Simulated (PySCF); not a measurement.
PySCF input:

```python
from pyscf import gto, scf, dft

mol = gto.M(
    atom='''
    O    -0.00000000   -0.00000000   -0.10780207
    H     0.00000000    0.00000000    0.86241659
    ''',
    basis='def2-tzvpd',
    charge=-1,
    spin=0,
    verbose=4,
)

mf = dft.RKS(mol, xc='tpss').density_fit(auxbasis='def2-universal-jkfit')
mf.grids.level = 3
mf.conv_tol = 1e-9
mf.max_cycle = 100
mf.max_memory = 1500
mf.kernel()
if not mf.converged:
    mf = mf.newton()
    mf.kernel(mf.make_rdm1())
mf.analyze()
```

What final total energy does it print?

-75.83846 Eh (TPSS/def2-TZVPD).

Whether it binds its extra electron was not tested at this geometry.
